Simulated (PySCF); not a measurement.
Species: C4H5FO.
Geometry (PBE0-D3(BJ)/def2-SVP, Å), atoms numbered from 1 in this order:
```xyz
11
C4H5FO angstrom
O      1.8305    0.0788   -1.1849
C      1.3314    0.7065   -0.3102
F      1.9494    1.7804    0.2001
C      0.0371    0.4601    0.3513
C     -0.3749   -0.9863    0.5214
C     -1.0552   -0.1537   -0.4966
H     -0.2376    1.1761    1.1275
H     -0.9040   -1.2355    1.4440
H      0.3406   -1.7351    0.1731
H     -2.0738    0.1932   -0.3088
H     -0.8028   -0.3274   -1.5456
```

All values: PBE0/def2-SVPD (PySCF, non-relativistic), on one gas-phase PBE0-D3(BJ)/def2-SVP geometry that isn't relaxed in the solvent. The solvent is an IEF-PCM continuum (van der Waals radii × 1.2), and excitations are vertical TDDFT with non-equilibrium linear response and a frozen core. Only the electrostatic response of the medium enters.

```json
{"run": "gas", "E − E(gas) (kJ/mol)": "0.00", "HOMO (eV)": "-9.02", "HOMO–LUMO gap (eV)": "8.49", "dipole (D)": "3.38", "lowest singlet (eV)": "6.13", "static polarisability (au)": "49.0"}
{"run": "P", "E − E(gas) (kJ/mol)": "-16.15", "HOMO (eV)": "-8.98", "HOMO–LUMO gap (eV)": "8.43", "dipole (D)": "4.10", "lowest singlet (eV)": "6.27", "static polarisability (au)": "61.1"}
{"run": "Q", "E − E(gas) (kJ/mol)": "-14.11", "HOMO (eV)": "-9.00", "HOMO–LUMO gap (eV)": "8.46", "dipole (D)": "4.00", "lowest singlet (eV)": "6.25", "static polarisability (au)": "59.3"}
```

**Question.** The runs were made in chloroform and tetrahydrofuran. Which run belongs to which solvent?

**Answer.** P = tetrahydrofuran, Q = chloroform. The dielectric constants are 4.711 (chloroform), 7.426 (tetrahydrofuran), and the energy falls further as ε rises. The optical constants n² used for the excitations are 2.09, 1.97 in the same order. In this model the ground state sees the solvent through ε alone.

**Question.** How constant is the ratio of the lowering to (ε − 1)/(2ε + 1)?

**Answer.** 
```json
{"solvent": "chloroform", "(ε − 1)/(2ε + 1)": "0.356", "E − E(gas) (kJ/mol)": "-14.11", "ratio (kJ/mol)": "-39.6", "polarisation term (kJ/mol)": "-15.91"}
{"solvent": "tetrahydrofuran", "(ε − 1)/(2ε + 1)": "0.405", "E − E(gas) (kJ/mol)": "-16.15", "ratio (kJ/mol)": "-39.8", "polarisation term (kJ/mol)": "-18.53"}
```

The ratio changes by +0.5 % in size from chloroform to tetrahydrofuran. The polarisation term is half the interaction of the solute with the induced surface charges.
